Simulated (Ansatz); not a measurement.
Ansatz (a first-principles code) input (RI-MP2/cc-pVQZ):
A basis named .json is the Basis Set Exchange file of that set.

Ansatz 0.2 input:
```yaml
crystal:
  periodic: [false, false, false]
  atoms:
    - {symbol: C, position_ang: [0.00080378, -0.02177211, 0.41324146]}
    - {symbol: C, position_ang: [-0.00024699, -0.78565312, -0.85206570]}
    - {symbol: C, position_ang: [-0.00289049, 0.75882242, -0.86330175]}
    - {symbol: C, position_ang: [0.00340449, -0.09814573, 1.74489492]}
    - {symbol: H, position_ang: [-0.90817693, -1.28775662, -1.19152984]}
    - {symbol: H, position_ang: [0.90811688, -1.28467239, -1.19490016]}
    - {symbol: H, position_ang: [0.90395000, 1.25679477, -1.21086112]}
    - {symbol: H, position_ang: [-0.91270055, 1.25370994, -1.20749014]}
    - {symbol: H, position_ang: [0.00238584, 0.94241549, 2.14816769]}
basis:
  gaussian:
    orbitals: cc-pVQZ
    fitting: {mean_field: def2-universal-jkfit, correlation: cc-pVQZ-RIFIT.json}
total_charge: -1
magnetization: {spin_polarized: false}
correlation: {method: mp2, electrons: outside_noble_gas}
```

End of the output:

```
integrals: 0.47 GiB planned
390 factors; integrals over basis functions are off by at most 4.2e0 eV
mean field: 1.11 GiB planned
mean field evaluation 1: about -4195.1742 eV, gradient 2.9e1 eV
mean field evaluation 2: about -4197.4664 eV, gradient 1.6e1 eV
mean field evaluation 4: about -4198.1595 eV, gradient 1.5e0 eV
mean field evaluation 8: about -4198.1727 eV, gradient 1.5e-6 eV
mean field -4198.17270233 eV, -154.2800011870 hartree, gradient 1.5e-6 eV, S^2 0.000000; 0 other end points of the search recorded, 0 dependent functions left out
4 core orbitals not correlated
803 factors; their error is unknown
reference -4198.17270233 eV, -154.2800011870 hartree; 11, 11 occupied and 355, 355 virtual orbitals, 803 factors
second order -19.35002767 eV of doubles, -0.00000000 eV of singles
Total energy: -4217.52273000 eV, -154.9911015879 hartree
```

It need not be the lowest isomer of its formula. Whether it binds its extra electron was not tested at this geometry.
